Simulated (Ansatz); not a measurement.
Two shapes of singlet C₃H₈.

Shape 1:

```xyz
11

C     0.0000    0.0000    0.0000
C     0.0000    0.8556    1.2684
C     0.0000    0.0000    2.5368
H     0.0000    0.6484   -0.8762
H     0.8898   -0.6294   -0.0144
H    -0.8898   -0.6294   -0.0144
H    -0.8818    1.4963    1.2684
H     0.8818    1.4963    1.2684
H     0.0000    0.6484    3.4131
H    -0.8898   -0.6294    2.5512
H     0.8898   -0.6294    2.5512
```

Shape 2:

```xyz
11

C     0.0000   -0.2568   -1.2710
C     0.0000    0.5795    0.0000
C     0.0000   -0.2568    1.2710
H     0.0000    0.3730   -2.1741
H     0.8875   -0.9088   -1.3208
H    -0.8875   -0.9088   -1.3208
H    -0.8792    1.2471    0.0000
H     0.8792    1.2471    0.0000
H     0.0000    0.3730    2.1741
H    -0.8875   -0.9088    1.3208
H     0.8875   -0.9088    1.3208
```

Basis set: 6-31G* (spherical functions). Left uncorrelated: 3 orbitals. Charge 0, multiplicity 1.

Computed with Ansatz (development build ahead of 0.2.0); each method stands on the lowest determinant of its kind that the runs found.

Problem. Which shape is lower in energy, and by how much in each method?

Solution.

| method | E(2) − E(1) (eV) |
| --- | --- |
| RHF | 0.008 |
| RHF-MP2 | -0.013 |

The methods disagree on the order.
